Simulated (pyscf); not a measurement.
A first-order saddle from PySCF, ωB97X-D3(BJ)/def2-SVP:

```
Ga
H 1 1.5516
H 1 1.5529 2 132.90
H 1 1.7356 2 107.86 3 -139.63
H 4 1.1089 1 79.22 2 -103.47
S 5 1.6418 4 153.25 1 -1.44
H 6 1.3477 5 92.21 4 -93.05
```
Charge 0, spin multiplicity 1.

Surface: singlet, charge 0. Lowest wavenumbers (cm⁻¹): 1269i, 301, 333, 448, 622.

**Question.** What reaction is this the transition state of?

**Answer.** `[SH2]` + `[GaH3]` ⇌ `[SH][GaH2]` + `[H][H]`, a four-centre exchange read from left to right: H–S, Ga–H broken and Ga–S, H–H formed. At ωB97M-D3(BJ)/def2-TZVP it lies +8.7 kcal/mol from the left side and +28.0 kcal/mol from the right (each side as separated species at their lowest minima found). On the reactant side the descent ends in an adduct with a Ga–S contact, 14.5 kcal/mol under the separated species and 19.6 kcal/mol under the saddle at ωB97X-D3(BJ)/def2-TZVP. What is counted as formed (Ga–S) is already present as a longer contact in the reactant adduct; forming that adduct is a step of its own. At ωB97X-D3(BJ)/def2-TZVP the barrier from the zero used here is 5.2 kcal/mol. This is the saddle that the search found; another between the same sides may lie lower. Elements up to Kr have no core potential and no relativistic terms here.
